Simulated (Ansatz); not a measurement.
The parent structure is BP in the zinc blende structure (space group F-43m, No. 216; a = 4.548 Å).

All numbers come from PBE in Ansatz (plane waves to 420 eV, PAW, no spin-orbit coupling), earlier PAW set.

One thing is altered: full substitution P → As, then cell and atoms are relaxed.

Measured lattice parameter a: BP 4.525 Å (static lattice; corrected from measurement; as listed in Daniel Mejia-Rodriguez, S. B. Trickey, Phys. Rev. B (2018)); BAs 4.777 Å (room temperature; as listed in M J Lucero, T M Henderson, G E Scuseria, Journal of Physics Condensed Matter (2012)).

Task: How well does PBE reproduce the measured shift?

Result: With PBE the lattice parameter a moves by +0.261 Å (4.548 → 4.809) against +0.252 Å measured. The two measured values stand on different bases (one corrected, one not), which blurs small differences.

Stability against distortions was not tested.

Ansatz is an electronic-structure program.
